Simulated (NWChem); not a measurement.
**hydrogen fluoride (HF) in NWChem**

Program: NWChem. The geometry was optimised at B3LYP/def2-SVP, a minimum by its harmonic frequencies.

The NWChem input:

```
start mol
memory heap 200 mb stack 900 mb global 1100 mb
geometry "system" units angstroms nocenter noautoz noautosym
  F      0.000000     0.000000     0.092475
  H      0.000000     0.000000    -0.832277
end
set geometry "system"
basis spherical
  * library 6-31g*
end
dft
  xc pbe0
  semidirect memsize 60000000 filesize 0
  iterations 100
  convergence energy 1e-10 density 1e-9 gradient 1e-8
  tolerances tight
end
task dft energy
rt_tddft
  tmax 200.0
  dt 0.2
  tag "kick"
  print dipole
  field "kick"
    type delta
    polarization z
    max 0.0001
  end
  excite "system" with "kick"
end
task dft rt_tddft
```

Change of the dipole's z component after the kick, in units of 1e-4 a.u.:

```csv
time (a.u.),Δμ
0.0,0.000
0.4,0.217
0.8,0.374
1.2,0.320
1.6,0.132
2.0,-0.032
2.4,-0.057
2.8,0.053
3.2,0.199
3.6,0.269
4.0,0.213
4.4,0.067
4.8,-0.070
5.2,-0.103
5.6,-0.014
6.0,0.114
6.4,0.150
6.8,0.025
7.2,-0.199
7.6,-0.371
8.0,-0.370
8.4,-0.209
8.8,-0.019
9.2,0.064
9.6,0.001
10.0,-0.128
10.4,-0.204
10.8,-0.153
11.2,0.004
11.6,0.179
12.0,0.267
12.4,0.218
12.8,0.076
13.2,-0.042
13.6,-0.033
14.0,0.108
14.4,0.271
14.8,0.318
15.4,0.110
15.8,-0.066
16.2,-0.127
16.6,-0.054
17.0,0.057
17.4,0.086
17.8,-0.016
18.2,-0.199
18.6,-0.350
19.0,-0.369
19.4,-0.234
19.8,-0.020
20.2,0.138
20.6,0.133
21.0,-0.025
21.4,-0.209
21.8,-0.265
22.2,-0.136
22.6,0.089
23.0,0.254
23.4,0.267
23.8,0.163
24.2,0.058
24.6,0.047
25.0,0.135
25.4,0.241
25.8,0.269
26.2,0.176
26.6,-0.004
27.0,-0.167
27.4,-0.213
27.8,-0.112
28.2,0.056
28.6,0.149
29.0,0.069
29.4,-0.142
29.8,-0.336
```
